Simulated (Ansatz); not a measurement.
## Corundum Cr2O3

All values below come from BLYP (Ansatz, an electronic-structure program, PAW).

Numerical settings: plane-wave cutoff 520 eV, 8×8×8 k mesh, Fermi–Dirac smearing 0.01 eV, spin-polarised with opposed moments, scalar-relativistic PAW data made under PBE.

Cell (measured lattice):

```
CELL_PARAMETERS angstrom
      2.47500     1.42894     4.52667
     -2.47500     1.42894     4.52667
      0.00000    -2.85788     4.52667
ATOMIC_POSITIONS crystal
  Cr 0.84502 0.84502 0.84502
  Cr 0.34502 0.34502 0.34502
  Cr 0.15498 0.15498 0.15498
  Cr 0.65498 0.65498 0.65498
  O  0.43876 0.06124 0.75000
  O  0.06124 0.75000 0.43876
  O  0.56124 0.93876 0.25000
  O  0.25000 0.56124 0.93876
  O  0.93876 0.25000 0.56124
  O  0.75000 0.43876 0.06124
```
Starting moments (μB, in the order of the record's atoms Cr Cr Cr Cr O O O O O O): -3.0 -3.0 3.0 3.0 0.0 0.0 0.0 0.0 0.0 0.0.

```json
{
 "band_gap": "1.62 eV (indirect)",
 "smallest_direct_gap_on_the_k_points_sampled": "1.69 eV",
 "direct gap at Γ": "1.89 eV",
 "magnetic moment (largest site, within a sphere)": "2.21 μB"
}
```

Measured, for comparison: band gap 3.3 ± 0.1 eV (temperature not stated, no zero-point or thermal correction, middle of the range; as tabulated in Medasani et al. (2019), arXiv:1904.04625). Computed (rounded) less measured: band gap -1.68 eV.

Note: cell and atoms aren't relaxed at this level (largest force component 0.29 eV/Å, pressure 10.1 GPa); without U or exact exchange, gaps and moments of open d shells tend to come out too small.

Moments are spin moments.

Static lattice: no zero-point or thermal effects.

Computing time: very roughly 2.0 core-minutes.
